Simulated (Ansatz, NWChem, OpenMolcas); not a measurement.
**Errors in the dipole moment**

6 molecules of light elements (H to F); the dipole moment in D, computed less measured. Shapes, held fixed at every level: PBE0-D4/def2-TZVP. No vibrational averaging. Dipoles are compared by magnitude; molecules under 1 D, whose direction can flip, are left out. Programs: Ansatz 0.2.0, NWChem 7.3.0, OpenMolcas 26.06. A level may come from different programs for different species; with the same settings they agree closely. Measured values: NIST CCCBDB.

Levels: A = HF/def2-SVP; B = HF/aug-cc-pVDZ; C = PBE/aug-cc-pVDZ; D = r2SCAN-D4/def2-TZVPP.

```
                    molecule  measured      A      B      C      D
        C2H2O (SMILES C=C=O)      1.42  +0.26  +0.35  -0.05  -0.01
     CH2F2 (difluoromethane)      1.97  +0.30  +0.21  -0.19  -0.17
C2H2F2 (vinylidene fluoride)      1.38  +0.08  +0.12  -0.30  -0.34
          CH5N (methylamine)      1.31  +0.13  +0.07  -0.05  -0.03
          C2H5F (SMILES CCF)      1.96  +0.20  +0.16  -0.13  -0.13
         C2H5N (SMILES C=NC)      1.53  +0.21  +0.21  -0.12  -0.10
```

Task: Sum up the errors.

Result: 
```
               level          kind  mean error  mean absolute error  worst case
         HF/def2-SVP  Hartree–Fock      +0.197                0.197       CH2F2
      HF/aug-cc-pVDZ  Hartree–Fock      +0.187                0.187       C2H2O
     PBE/aug-cc-pVDZ           GGA      -0.140                0.140      C2H2F2
r2SCAN-D4/def2-TZVPP      meta-GGA      -0.130                0.130      C2H2F2
```

On this set r2SCAN-D4/def2-TZVPP has the smallest mean absolute error and HF/def2-SVP the largest. Without CH2F2 the largest would be that of HF/aug-cc-pVDZ. HF/def2-SVP is too high in 6 of 6; HF/aug-cc-pVDZ is too high in 6 of 6; PBE/aug-cc-pVDZ is too low in 6 of 6; r2SCAN-D4/def2-TZVPP is too low in 6 of 6. The smallest two are near a tie. The largest two are near a tie. The set is small.
